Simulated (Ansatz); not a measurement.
**singlet PS(+): levels of theory in one basis**

```yaml
atoms:
  - { symbol: P, position_ang: [-0.0093, -0.0490, -0.9116] }
  - { symbol: S, position_ang: [-0.0120, -0.0017, 0.8673] }
```

Basis set: def2-SVP (spherical functions). Frozen core: 10 orbitals. Charge 1, multiplicity 1.

Computed with Ansatz (development build ahead of 0.2.0); each method stands on the lowest determinant of its kind that the runs found.

```tsv
method	E − E(RHF) (eV)	<S²> of the determinant
RHF	0.00	–
UHF	0.00	0.07
UHF-MP2	-6.10	0.07
RHF-CCSD(T)	-7.12	–
UHF-CCSD(T)	-7.11	0.07
```

Problem. What does RHF-MP2 give on the same scale?

Solution. -6.21 eV.
